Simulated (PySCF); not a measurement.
Si2, SMILES [Si]=[Si] (connectivity only; charge and spin as stated), neutral, multiplicity 3.

Coordinates come from a PBE0-D3(BJ)/def2-TZVPD optimisation.

Level of theory: r2SCAN/def2-TZVPD run with PySCF.

Computed frontier levels, dipole moment and polarisability:
| Item | Result |
|---|---|
| α spin, highest occupied and lowest empty level | -5.30 and -2.96 eV |
| β spin, highest occupied and lowest empty level | -5.12 and -4.27 eV |
| dipole moment | 0.00 D |
| mean static polarisability | 117.6 bohr³ (17.43 Å³) |
| polarisability, principal values | 111.6, 120.6, 120.6 bohr³ |
| ⟨S²⟩ | 2.013 (pure state 2.00) |
